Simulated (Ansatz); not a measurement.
Several settings on one geometry of Li3⁺ (the lowest singlet isomer of a short search) (that of the charge 1 singlet, r2SCAN/def2-TZVP). Ansatz on 4 threads of Arm Neoverse V2 on a shared host; times are rough.

Cartesian coordinates in Å:
```
Li 1.707 0.182 0.394
Li -0.478 -0.748 -1.521
Li -1.229 0.566 1.128
```

Totals from different functionals, basis sets or treatments of relativity can't be compared as stabilities.

B3LYP takes the VWN-RPA correlation.

Q: Give the basis size and estimate the energy, ⟨S²⟩ and time of these runs.

| run | method | charge | state | further keys |
| --- | --- | --- | --- | --- |
| 1 | RKS r2SCAN/STO-3G | 1 | singlet | scf: {omitted_lower_state_checks: [starts]}; forces asked |
| 2 | UKS B3LYP/pcseg-2 | 1 | singlet | scf: {omitted_lower_state_checks: [starts]}; forces asked |
| 3 | RKS BLYP/6-31G | 1 | singlet | fitting: {mean_field: def2-universal-jkfit}; scf: {omitted_lower_state_checks: [starts]}; forces asked |

A: 
```tsv
run	functions	energy (Eh)	⟨S²⟩	wall time
1	15	-22.0116	–	0.4 s
2	45	-22.3740	0.00	0.4 s
3	27	-22.3395	–	0.2 s
```
